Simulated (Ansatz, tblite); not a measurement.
Cost and result up the ladder for the cluster MgF2⁻ (the lowest doublet isomer of a short search) (3 atoms). Charge -1, multiplicity 2. Geometry: r2SCAN-D4/def2-TZVPD.

| atom | x (Å) | y (Å) | z (Å) |
| --- | --- | --- | --- |
| Mg1 | 0.382 | 0.350 | 0.255 |
| F2 | 0.886 | -1.363 | -0.110 |
| F3 | -1.268 | 1.013 | -0.145 |

Ansatz on 4 threads of AMD EPYC 7B13 on a shared host; xTB runs through tblite on one thread. Times are rough, summed over both states, and most runs start from the orbitals of an earlier one. CCSD(T)/def2-TZVPPD serves as the yardstick here, not as an exact answer. The other state is a singlet.

The xTB rows come from tblite. Correlated methods freeze 3 core orbitals; core or outer-core shells of Mg are correlated, in sets that lack core-valence functions. The structure comes from a short search, and lower isomers may exist.

Correlated methods converge slowly with the basis.

Raw xTB energies of ions are shifted by several eV, and xTB has no spin-polarisation term.

| level | functions | vertical IE (eV) | difference from CCSD(T)/def2-TZVPPD (eV) | remarks |
| --- | --- | --- | --- | --- |
| r2SCAN-D4/def2-TZVPD | 115 | 1.39 | 0.10 | HOMO above zero (-1 doublet) |
| GFN1-xTB | 12 | 7.11 | 5.83 | – |
| GFN2-xTB | 17 | 6.26 | 4.97 | – |
| CCSD(T)/def2-TZVPPD | 115 | 1.29 | 0.00 | – |
| PBE-D4/def2-TZVPD (with forces) | 115 | 1.41 | 0.12 | HOMO above zero (-1 doublet) |
| PBE0-D4/def2-TZVPD | 115 | 1.43 | 0.15 | HOMO above zero (-1 doublet) |

Estimate how long each takes.

GFN2-xTB 0.005 s; GFN1-xTB 0.006 s; PBE-D4/def2-TZVPD (with forces) 2 s; r2SCAN-D4/def2-TZVPD 2.9 s; PBE0-D4/def2-TZVPD 2.9 s; CCSD(T)/def2-TZVPPD 17 s. On shared hardware such times vary by a factor of up to 3.
